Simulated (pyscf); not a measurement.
F–CH=CH–F + CH₃• → H₃C–CH(F)–CH•–F, an addition (doublet surface; none broken, C–C formed). Single points on ωB97X-D3(BJ)/def2-SVP structures (PySCF, gas phase). Energies in kcal/mol from the separated reactants.

GFN2-xTB: tblite. Open shells are spin-unrestricted. 

Quick GFN2-xTB single points give ΔE‡ = -2.4 kcal/mol and ΔE = -39.1 kcal/mol. What does ωB97M-D3(BJ)/def2-TZVP give, and how far is the quick result from it?

ωB97M-D3(BJ)/def2-TZVP gives ΔE‡ = 6.0 kcal/mol and ΔE = -35.8 kcal/mol. GFN2-xTB lies 8.4 kcal/mol under it in the barrier and 3.3 kcal/mol under it in the reaction energy, so on this step it does not hold to within 3.0 kcal/mol. At GFN2-xTB this geometry lies under one side, so its ΔE‡ may be no barrier of that level. ωB97M-D3(BJ)/def2-TZVP has limits of its own. On the product side the descent ends in a point that may be a rotor saddle (no frequency run), 2.0 kcal/mol over the lowest minimum found and 41.9 kcal/mol under the saddle at ωB97X-D3(BJ)/def2-TZVP. F–CH=CH–F lies 11.0 kcal/mol over its isomer H₂C=C(F)–F (electronic energy, ωB97M-D3(BJ)/def2-TZVP). H₃C–CH(F)–CH•–F lies 8.1 kcal/mol over its isomer •H₂C–C(CH₃)(F)–F (electronic energy, ωB97M-D3(BJ)/def2-TZVP). One saddle was located; it need not be the lowest between these sides.
